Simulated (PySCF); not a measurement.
Molecule: `C#CC(=O)O`, C3H2O2.

Bonds (- single, = double, # triple, : aromatic): C1#C2, C2-C3, C3=O4, C3-O5. C1 carries H6; O5 carries H7.

Frames of a GFN2-xTB Langevin trajectory at 600 K; GIAO PBE0/pcSseg-1 shieldings in PySCF, gas phase, non-relativistic; equivalent atoms averaged within each frame.

References, each an isolated molecule treated in the same way: 13C (186.93 ppm) and 1H (31.72 ppm) against TMS; 17O (336.08 ppm) against H2O. The references are static minima.

Q: How do the shifts (ppm) fluctuate along the trajectory?

A: 
```
         time (fs)     C3    C1    C2     O4     O5    H7    H6
optimised geometry  157.2  84.6  77.9  460.8  217.6  6.38  2.36
               250  155.6  89.3  83.6  452.4  218.7  6.79  2.46
               425  163.0  87.9  84.9  453.2  272.9  8.20  3.94
               625  153.8  90.1  80.3  474.0  227.8  6.28  3.41
               800  169.8  81.4  87.5  536.3  186.4  5.32  2.51
              1000  160.9  88.1  84.0  516.9  241.3  7.66  3.75
    mean of frames  160.6  87.4  84.1  486.6  229.4  6.85  3.21
standard deviation    6.4   3.5   2.6   38.2   31.6  1.13  0.69
```

5 frames give an uncertainty of the mean of about the standard deviation over 2.2 at best, since frames this close in time may not be independent; classical motion lacks zero-point vibration, and the reference would need the same averaging.
